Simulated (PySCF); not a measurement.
**Working out the ionisation energy of Ar**

Ar [Ar] (1S) → Ar⁺ [Ne] 3s2 3p5 (2P). Computed with PySCF 2.14 in x2c-TZVPall (5s5p2d1f, 37 functions), with scalar relativity by spin-free X2C-1e. Frozen: [Ne]. Energies in hartree (1 hartree = 27.21139 eV):

```tsv
part	Ar (lower)	Ar⁺ (upper)
UHF	-528.613998	-528.079026
CCSD correlation	-0.222166	-0.188099
(T)	-0.006715	-0.005249
```

Q: What does Hartree-Fock give?

A: (-528.079026) − (-528.613998) = 0.534972 hartree = 14.557 eV.

Q: What do CCSD and CCSD(T) give?

A: The CCSD correlation energies differ by 0.034067 hartree = 0.927 eV and the triples by 0.001466 hartree = 0.040 eV, so CCSD gives 15.484 eV and CCSD(T) 15.524 eV.

Measured between the centres of the two terms (NIST): 15.819 eV, so CCSD(T) (valence) is off by -0.295 eV.

What remains against the reference includes basis incompleteness, the frozen core and higher excitations.
